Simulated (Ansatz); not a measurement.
Start from `C=C(N)CN` and change one atom or group to get `C=C(N)CF`.

Ansatz, PBE0-D4/def2-TZVP geometries, multiplicity 1. Each molecule was computed in one conformer, which needn't be the lowest.

```tsv
property	`C=C(N)CN`
LUMO energy (B3LYP/def2-TZVPP) / eV	0.43
LUMO energy (ωB97M-V/def2-TZVPP) / eV	2.26
HOMO energy (PBE0/def2-TZVPP) / eV	-5.80
size of the dipole moment (B3LYP/def2-TZVPP) / D	1.67
HOMO energy (PBE/def2-TZVPP) / eV	-4.65
HOMO–LUMO gap (PBE0/def2-TZVPP) / eV	6.55
```

(1) What does the change do to each property? (Estimate.)

Results:

(1) Computed: 
```
                                        property  `C=C(N)CF`  shift
             LUMO energy (B3LYP/def2-TZVPP) / eV        0.19  -0.24
           LUMO energy (ωB97M-V/def2-TZVPP) / eV        2.48   0.22
              HOMO energy (PBE0/def2-TZVPP) / eV       -6.29  -0.49
size of the dipole moment (B3LYP/def2-TZVPP) / D        0.85  -0.82
               HOMO energy (PBE/def2-TZVPP) / eV       -5.13  -0.48
            HOMO–LUMO gap (PBE0/def2-TZVPP) / eV        6.74   0.19
```

With PBE0 the HOMO falls by 0.49 eV and the LUMO falls by 0.30 eV, so the gap widens by about 0.19 eV. PBE moves the HOMO by -0.48 eV and ωB97M-V by -0.49 eV. Dipoles are sizes alone; their direction can turn.

B3LYP here is the variant with VWN-RPA as its local correlation; programs differ in this.
